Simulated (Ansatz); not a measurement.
Geometry optimisation, RKS r2SCAN-D4/def2-SVP in Ansatz.

input.yaml

```yaml
crystal:
  periodic: [false, false, false]
  atoms:
    - { symbol: Al, position_ang: [0.0, 0.0, 0.0] }
    - { symbol: C, position_ang: [0.0, 0.0, 2.32] }
    - { symbol: H, position_ang: [-0.9996, -0.3092, 2.6905] }
    - { symbol: H, position_ang: [0.7676, -0.7111, 2.6905] }
    - { symbol: C, position_ang: [0.3177, 1.3971, 2.8274] }
    - { symbol: H, position_ang: [0.9159, 1.3257, 3.7596] }
    - { symbol: H, position_ang: [0.8975, 1.9479, 2.0576] }
    - { symbol: H, position_ang: [-0.628, 1.9396, 3.0359] }
    - { symbol: H, position_ang: [1.351, 0.0, -0.78] }
    - { symbol: H, position_ang: [-1.351, 0.0, -0.78] }
    - { symbol: H, position_ang: [-0.2382, -1.749, 0.5865] }
    - { symbol: H, position_ang: [-0.19, -1.3947, 1.5677] }
basis:
  gaussian: { orbitals: def2-SVP }
hamiltonian:
  xc: r2scan
  dispersion: d4
relax:
  f_tol: 0.15
  max_steps: 25
  restrain:
    - { distance: [0, 10], at: 2.76, k: 30.0 }
    - { distance: [11, 1], at: 2.31, k: 30.0 }
    - { distance: [0, 1], at: 1.97, k: 30.0 }
    - { distance: [11, 10], at: 0.66, k: 30.0 }
```

Run as:

```bash
$ ansatz run input.yaml --threads 2 --pin off --max-ram 3072MiB --backend cpu --events-out ev --progress --plain --runs-dir out
```

**Question.** Where does it end, and by what steps?

**Answer.** It converged. The restraints hold the end off the free minimum. After 7 steps the energy has fallen by 1.765 eV (the restraints' own energy left out); H11 moved furthest, 0.80 Å. Joined: H11–H12 (1.04 → 0.72 Å).

```csv
step,energy less start (eV),largest force component (eV/Å),accepted
0,0.0000,3.676,yes
1,-0.7045,2.046,yes
2,-0.6698,3.954,yes
3,-1.0141,2.970,yes
4,-1.5423,1.457,yes
5,-1.7053,1.230,yes
6,-1.7637,1.078,yes
7,-1.7649,1.268,yes
```

```xyz
12
Properties=species:S:1:pos:R:3
Al -0.058 0.161 0.218
C 0.082 0.104 2.183
H -0.817 -0.347 2.644
H 0.927 -0.557 2.453
C 0.323 1.498 2.797
H 0.498 1.456 3.886
H 1.206 1.996 2.358
H -0.537 2.171 2.641
H 1.279 0.174 -0.647
H -1.464 0.294 -0.517
H -0.336 -2.527 0.751
H -0.259 -1.976 1.207
```

The run took 12 s on 2 threads of Intel(R) Xeon(R) 6975P-C (Granite Rapids), with other jobs on the host, peak memory 0.16 GiB.
